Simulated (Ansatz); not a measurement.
# AlO+ (triplet): PBE, r2SCAN, PBE0, B3LYP, wB97M-V, B2PLYP, RPA-PBE over vertical gaps between states, cc-pVDZ

Aim: run AlO+ (triplet) with these functionals over vertical gaps between states, and hold them against the top wave-function level at the same points.

Computed with Ansatz 0.2.0, Gaussian basis. Level: cc-pVDZ, all electrons in the functionals, frozen cores in the correlation of double hybrids and RPA.

Plan: PBE, r2SCAN, PBE0, B3LYP, wB97M-V, B2PLYP, RPA-PBE, at charge 1, triplet; charge 1, singlet; charge 1, quintet.

9 further runs of the same task are left out: 5 for a known fault of the program, 4 set aside as unsound or not needed.

## (1) What is computed

The geometry is a PBE0/def2-TZVP stationary point (not a proven minimum).

2 atoms, charge 1, spin multiplicity 3.

Atoms are counted from 1 here; the program's logs count them from 0.

Bond lengths: Al1–O2 1.733 Å.

No dispersion term is added; wB97M-V holds VV10 nonlocal correlation. B3LYP takes the VWN-RPA correlation.

The geometry shown and the zero of energy belong to the point charge 1, triplet. The yardstick, FCI, and other wave-function levels (R restricted, U unrestricted, valence and pair active spaces) come from earlier runs.

## (2) PBE, charge 1, triplet

Contents of in.yaml:

```yaml
crystal:
  periodic: [false, false, false]
  atoms:
    - {symbol: Al, position_ang: [0.000000, 0.000000, 0.000000]}
    - {symbol: O, position_ang: [0.000000, 0.000000, 1.732900]}
basis:
  gaussian: {orbitals: cc-pVDZ}
total_charge: 1
magnetization: {spin_polarized: true, initial_magnetization: 2}
hamiltonian: {xc: {name: PBE}}
output: {orbitals: {seedname: orbitals}}
```

Command:

```console
$ ansatz run in.yaml --threads 1 --pin off --events-out ev --progress --plain --max-ram 4096MiB --backend cpu
```

After this run come: PBE, charge 1, singlet; PBE, charge 1, quintet; r2SCAN, charge 1, triplet; r2SCAN, charge 1, singlet; r2SCAN, charge 1, quintet; PBE0, charge 1, triplet; PBE0, charge 1, singlet; PBE0, charge 1, quintet; B3LYP, charge 1, triplet; B3LYP, charge 1, singlet; B3LYP, charge 1, quintet; wB97M-V, charge 1, triplet; wB97M-V, charge 1, singlet; wB97M-V, charge 1, quintet; B2PLYP, charge 1, triplet; B2PLYP, charge 1, singlet; B2PLYP, charge 1, quintet; RPA-PBE, charge 1, triplet; RPA-PBE, charge 1, singlet; RPA-PBE, charge 1, quintet.

Q: Predict the results of all the runs planned. Wanted: triplet to singlet, FCI; triplet to quintet, FCI; largest miss, PBE; largest miss, r2SCAN; largest miss, PBE0; largest miss, B3LYP; largest miss, wB97M-V; largest miss, B2PLYP; largest miss, RPA-PBE.

As calculated:

| quantity | value |
| --- | --- |
| triplet to singlet, FCI | 0.182 eV |
| triplet to quintet, FCI | 5.532 eV |
| largest miss, PBE | +0.599 eV (triplet to quintet) |
| largest miss, r2SCAN | +0.321 eV (triplet to quintet) |
| largest miss, PBE0 | +0.218 eV (triplet to quintet) |
| largest miss, B3LYP | +0.527 eV (triplet to quintet) |
| largest miss, wB97M-V | +0.671 eV (triplet to quintet) |
| largest miss, B2PLYP | +0.346 eV (triplet to quintet) |
| largest miss, RPA-PBE | +0.015 eV (triplet to quintet) |
| largest miss, RCCSD(T) | +0.036 eV (triplet to singlet) |

In words: Of the functionals, RPA-PBE keep the smallest largest miss at the points compared (at most 0.015 eV) and wB97M-V strays most (0.671 eV, at triplet to quintet). PBE, r2SCAN, PBE0, B3LYP, wB97M-V, B2PLYP, RPA-PBE clearly break the spin symmetry at some points (⟨S²⟩ up to 1.01 above the pure value), so energy there is bought with a mixed spin. Functionals and the yardstick converge differently with the basis, so part of each miss in cc-pVDZ is the basis.
